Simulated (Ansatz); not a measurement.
**Interaction energy ladder**

The pair of CH4 (SMILES C, atoms 1–5) and SiH4O (SMILES [SiH3]O, atoms 6–11), both closed shells, in one local arrangement (a lower one may exist), relaxed at PBE0-D4/def2-TZVP:

C1  (0.010, -0.038, -2.319)
H2  (0.629, 0.686, -2.849)
H3  (0.489, -0.312, -1.379)
H4  (-0.118, -0.926, -2.938)
H5  (-0.966, 0.403, -2.115)
Si6  (-0.361, 0.197, 2.003)
O7  (0.893, -0.512, 1.202)
H8  (0.044, 1.490, 2.619)
H9  (-1.411, 0.430, 0.987)
H10  (-0.886, -0.682, 3.083)
H11  (1.676, -0.736, 1.706)
(Å)

Ansatz 0.2.0; basis: def2-TZVPPD, with def2-QZVPPD for the basis limit; cores frozen in the correlated methods. B3LYP uses VWN-RPA correlation. Extrapolation: Hartree–Fock as exp(−7.88 √X), correlation as X^−2.97. Interaction energies count from these two fragments, frozen as in the pair, with the counterpoise correction; negative means bound.

Q: What is the interaction energy by CCSD(T) at an estimated basis limit (MP2 extrapolated from triple and quadruple zeta, plus CCSD(T) − MP2 in triple zeta)? (An estimate is asked for; the value comes from the calculation.)

A: The calculation gives: -0.81 kcal/mol. Hartree–Fock alone gives 0.35 kcal/mol at the basis limit, so without correlation the pair would not bind at this distance. It counts from the two fragments frozen as in the pair.

The same quantity by other methods in triple zeta, and each one's difference from that estimate:
```tsv
method	E_int (kcal/mol)	difference
PBE-D4	-1.07	-0.26
revPBE-D4	-0.85	-0.04
BLYP-D4	-0.74	0.07
r2SCAN-D4	-0.66	0.15
B97M-V	-0.77	0.04
PBE0-D4	-0.98	-0.16
B3LYP-D4	-0.86	-0.05
HSE06-D4	-0.98	-0.17
wB97X-V	-0.81	0.01
wB97M-V	-0.73	0.08
B2PLYP	-0.21	0.60
HF	0.36	1.17
MP2	-0.65	0.16
CCSD	-0.55	0.26
CCSD(T)	-0.71	0.10
```
Differences are method less estimate.

Q: Which atoms make the shortest contact between the fragments?

A: H3 and O7, 2.62 Å apart.

Basis-set superposition shift (counterpoise-corrected less uncorrected): CCSD(T) 0.27; MP2 0.27; HF 0.03; PBE0-D4 0.03; wB97M-V 0.05 kcal/mol.

No T1 diagnostic of these runs exceeds 0.012.

For scale, one of the runs: CCSD(T)/def2-TZVPPD, 261 basis functions, launched by `ansatz run in.yaml --threads 4 --pin off --events-out ev --progress --plain --max-ram 9574MiB`. Time: 84 s of wall clock on 4 CPU threads of an AMD EPYC 7R43; the host was shared. Peak host memory: 6 GiB.
